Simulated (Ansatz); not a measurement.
# HCl₂ (doublet): from Hartree-Fock to the top rungs at distance Cl1–H2 along a hydrogen transfer = 1.677 Å, cc-pVTZ

How much of the correlation energy of HCl₂ (doublet) does each wave-function method recover here?

Method: cc-pVTZ, core rule «outside noble gas», up to 10 orbitals frozen; program: Ansatz 0.2.0, Gaussian basis.

The runs, in order: UHF; CCSD(T) on ROHF; CCSD(T) on UHF; BCCD(T) on ROHF; CCSDT(Q) on ROHF; CCSDT(Q) on UHF; CASSCF and MRCISD+Q, 3 electrons in 3 orbitals; CASSCF and NEVPT2, 3 electrons in 3 orbitals; CASSCF and MRCISD+Q, 15 electrons in 9 orbitals; CASSCF and NEVPT2, 15 electrons in 9 orbitals.

## Step 1: What is computed

The geometry derives from fragments relaxed apart (PBE0/def2-TZVP) and kept rigid, so it is no stationary point. A hydrogen atom is moved between rigid fragments.

3 atoms, charge 0, spin multiplicity 2.

Atoms are counted from 1 here; the program's logs count them from 0.

Bond lengths: H2–Cl3 1.350 Å.

## Step 2: UHF

in.yaml

```yaml
crystal:
  periodic: [false, false, false]
  atoms:
    - {symbol: Cl, position_ang: [0.000000, 0.000000, -1.568000]}
    - {symbol: H, position_ang: [0.000000, 0.000000, 0.109000]}
    - {symbol: Cl, position_ang: [0.000000, 0.000000, 1.459000]}
basis:
  gaussian: {orbitals: cc-pVTZ}
magnetization: {spin_polarized: true, initial_magnetization: 1}
hamiltonian: {xc: hf}
output: {orbitals: {seedname: orbitals}}
```

Launch:

```
ansatz run in.yaml --threads 1 --pin off --events-out ev --progress --plain --max-ram 2816MiB --backend cpu
```

After this run come: CCSD(T) on ROHF; CCSD(T) on UHF; BCCD(T) on ROHF; CCSDT(Q) on ROHF; CCSDT(Q) on UHF; CASSCF and MRCISD+Q, 3 electrons in 3 orbitals; CASSCF and NEVPT2, 3 electrons in 3 orbitals; CASSCF and MRCISD+Q, 15 electrons in 9 orbitals; CASSCF and NEVPT2, 15 electrons in 9 orbitals.

Before running them: what should the planned runs give, taken together? Wanted: UCCSDT(Q) below the RHF energy; RMP2 from UCCSDT(Q); UMP2 from UCCSDT(Q); RCCSD from UCCSDT(Q); RCCSD(T) from UCCSDT(Q); UCCSD(T) from UCCSDT(Q); RCCSDT(Q) from UCCSDT(Q); NEVPT2 pair from UCCSDT(Q); MRCISD+Q pair from UCCSDT(Q).

As calculated:

| quantity | value |
| --- | --- |
| UCCSDT(Q) below the RHF energy | -12.0352 eV |
| RMP2 from UCCSDT(Q) | +1559.5 meV |
| UMP2 from UCCSDT(Q) | +1600.0 meV |
| RCCSD from UCCSDT(Q) | +483.3 meV |
| RCCSD(T) from UCCSDT(Q) | +50.5 meV |
| UCCSD(T) from UCCSDT(Q) | +51.4 meV |
| RCCSDT(Q) from UCCSDT(Q) | +1.1 meV |
| NEVPT2 pair from UCCSDT(Q) | +1557.5 meV |
| MRCISD+Q pair from UCCSDT(Q) | +291.8 meV |
| NEVPT2 valence from UCCSDT(Q) | +2798.7 meV |
| levels within 1 kcal/mol (43 meV) | RCCSDT, UCCSDT, RCCSDT(Q) |
| T1 diagnostic | 0.020 |
| effectively unpaired electrons | 1.00 |

RCCSD(T) lands +50.5 meV from the yardstick (0.4 % of the correlation energy). One determinant dominates. Of the multireference levels listed MRCISD+Q pair comes nearest in total energy (+291.8 meV), which doesn't show that its space is the better one. These misses are within one basis, not against nature; the frozen cores of restricted and unrestricted runs differ, which can shift their rows.
